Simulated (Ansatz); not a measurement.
Basis sets over 8 cases of the adiabatic ionisation energy at HF with Ansatz (Al to Cl present), each against its own reference: (a) the value in aug-cc-pV5Z; (b) the value in aug-pcseg-3; (c) the value in pcseg-4 (pcseg sets are built for DFT). By their distance from other large sets or by the extrapolation step the references are unsure by up to roughly 0.006 eV. B3LYP-D3(BJ)/def2-TZVP geometries; electronic energies; unrestricted open shells; no added dispersion term; no relativity. (X+d) sets on Al to Cl for cc-pVXZ and aug-cc-pVXZ. 

Cases are drawn at random; left out are references unsure by over 0.033 eV, doubtful singlets, and cases whose largest runs show a restricted determinant unstable towards unrestricted orbitals, <S^2> over 0.1 too high or, where CCSD(T) ran, T1 over 0.025 (0.045 for open shells). Sets are drawn from those converged to one state in every case.

Cases (SMILES) and reference values:
- ClF (F-Cl) → ClF+ (doublet, bonded as FCl) + e-: 11.689 eV (c)
- ClO (OH-Cl) → HClO+ (doublet, bonded as OCl) + e-: 10.302 eV (b)
- SC (CH3-SH) → CH4S+ (doublet, bonded as CS) + e-: 8.269 eV (b)
- Cl (HCl) → HCl+ (doublet, bonded as Cl) + e-: 11.511 eV (a)
- ClCl (Cl2) → Cl2+ (doublet, bonded as ClCl) + e-: 10.829 eV (c)
- P (PH3) → PH3+ (doublet, bonded as P) + e-: 8.544 eV (b)
- S (H2S) → H2S+ (doublet, bonded as S) + e-: 9.208 eV (c)
- ClC (CH3-Cl) → CH3Cl+ (doublet, bonded as CCl) + e-: 10.284 eV (b)

```json
[
 {"basis": "def2-SV(P)", "functions over def2-SVP (largest species, mean of cases)": "0.9"},
 {"basis": "pcseg-1", "functions over def2-SVP (largest species, mean of cases)": "1.0"},
 {"basis": "cc-pVDZ", "functions over def2-SVP (largest species, mean of cases)": "1.2"},
 {"basis": "def2-SVPD", "functions over def2-SVP (largest species, mean of cases)": "1.5"},
 {"basis": "aug-pcseg-1", "functions over def2-SVP (largest species, mean of cases)": "1.6"},
 {"basis": "def2-TZVP", "functions over def2-SVP (largest species, mean of cases)": "1.9"},
 {"basis": "6-311++G(2d,2p)", "functions over def2-SVP (largest species, mean of cases)": "2.0"},
 {"basis": "cc-pVTZ", "functions over def2-SVP (largest species, mean of cases)": "2.3"},
 {"basis": "def2-TZVPP", "functions over def2-SVP (largest species, mean of cases)": "2.4"},
 {"basis": "jun-cc-pV(T+d)Z", "functions over def2-SVP (largest species, mean of cases)": "2.7"},
 {"basis": "6-311++G(3df,3pd)", "functions over def2-SVP (largest species, mean of cases)": "2.9"},
 {"basis": "def2-TZVPPD", "functions over def2-SVP (largest species, mean of cases)": "2.9"},
 {"basis": "aug-pcseg-2", "functions over def2-SVP (largest species, mean of cases)": "3.3"},
 {"basis": "aug-cc-pVTZ", "functions over def2-SVP (largest species, mean of cases)": "3.5"},
 {"basis": "cc-pVQZ", "functions over def2-SVP (largest species, mean of cases)": "4.2"},
 {"basis": "pcseg-3", "functions over def2-SVP (largest species, mean of cases)": "4.4"},
 {"basis": "def2-QZVPP", "functions over def2-SVP (largest species, mean of cases)": "4.4"},
 {"basis": "def2-QZVP", "functions over def2-SVP (largest species, mean of cases)": "4.4"},
 {"basis": "def2-QZVPPD", "functions over def2-SVP (largest species, mean of cases)": "4.9"},
 {"basis": "aug-cc-pVQZ", "functions over def2-SVP (largest species, mean of cases)": "6.1"}
]
```

Problem. Which is the smallest of these sets that keeps every case within 0.1 eV of its reference, together with its larger relatives (same family, alike in diffuse functions, listed or not)?

Solution. Among the sets for which every case ran a larger relative (same family, alike in diffuse functions, listed or not), the smallest listed that holds all cases within 0.1 eV together with them is def2-TZVP, at 1.9 times the functions of def2-SVP. Inside, though some case ran no larger relative to test it: 6-311++G(3df,3pd), cc-pVQZ, pcseg-3, def2-QZVPP, def2-QZVP, def2-QZVPPD, aug-cc-pVQZ. Largest deviations of relatives not listed, over the cases that ran them: aug-cc-pV5Z 0.000, pcseg-4 0.004, cc-pV5Z 0.005, aug-pcseg-3 0.004 eV. These figures hold for the cases listed.
```csv
basis,mean absolute,largest,within 0.1 eV
def2-SV(P),0.178,0.398,2 of 8
pcseg-1,0.200,0.399,3 of 8
cc-pVDZ,0.111,0.284,5 of 8
def2-SVPD,0.208,0.425,3 of 8
aug-pcseg-1,0.144,0.333,4 of 8
def2-TZVP,0.013,0.032,8 of 8
"6-311++G(2d,2p)",0.086,0.216,5 of 8
cc-pVTZ,0.009,0.035,8 of 8
def2-TZVPP,0.011,0.031,8 of 8
jun-cc-pV(T+d)Z,0.017,0.039,8 of 8
"6-311++G(3df,3pd)",0.026,0.054,8 of 8
def2-TZVPPD,0.014,0.034,8 of 8
aug-pcseg-2,0.027,0.051,8 of 8
aug-cc-pVTZ,0.014,0.032,8 of 8
cc-pVQZ,0.002,0.009,8 of 8
pcseg-3,0.001,0.002,8 of 8
def2-QZVPP,0.002,0.007,8 of 8
def2-QZVP,0.002,0.007,8 of 8
def2-QZVPPD,0.004,0.010,8 of 8
aug-cc-pVQZ,0.005,0.011,8 of 8
```

Ansatz is a quantum-chemistry and plane-wave program.
